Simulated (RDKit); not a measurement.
RDKit input (UFF):

```python
from rdkit import Chem
from rdkit.Chem import AllChem, rdDetermineBonds

mol = Chem.MolFromXYZFile('mol.xyz')
rdDetermineBonds.DetermineBonds(mol, charge=1)
print('SMILES', Chem.MolToSmiles(Chem.RemoveHs(mol)))
ff = AllChem.UFFGetMoleculeForceField(mol)
e0 = ff.CalcEnergy()
flag = ff.Minimize(maxIts=5000, forceTol=1e-5)
print(f'energy {e0:.4f} -> {ff.CalcEnergy():.4f} kcal/mol, converged: {flag == 0}')
print(Chem.MolToXYZBlock(mol))
```
mol.xyz:
```
7

C     -0.00957936     0.00763515    -1.26573338
C      0.00126974    -0.00101203     0.16777228
N      0.00988189    -0.00787628     1.30570700
H      0.00633831     1.04329069    -1.61633999
H      0.87344293    -0.52304743    -1.63235089
H     -0.91661809    -0.49088277    -1.61860927
H      0.01752135    -0.01396524     2.31511772
```

Output:

```
SMILES CC#[NH+]
energy 0.7937 -> -0.2474 kcal/mol, converged: True
7

C     -0.009664    0.007703   -1.276896
C      0.001408   -0.001122    0.186065
N      0.010165   -0.008102    1.343172
H      0.006375    1.055685   -1.640635
H      0.883754   -0.529214   -1.656836
H     -0.927519   -0.496669   -1.642931
H      0.017737   -0.014137    2.343625
```

The dipole moment of an ion depends on the origin.
